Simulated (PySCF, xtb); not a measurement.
NaCl, SMILES [Cl][Na].

xtb with GFN2-xTB at its own geometry gives an orbital gap of 2.06 eV and a dipole moment of 7.06 D.

The structure is a stationary point at B3LYP-D3(BJ)/def2-TZVPD.

Question: What does PySCF with HF/def2-TZVPD give? (An estimate is asked for; the answer gives what the named calculation found.)

Answer: gap 9.12 eV (levels -9.62 and -0.50 eV), dipole 9.28 D.
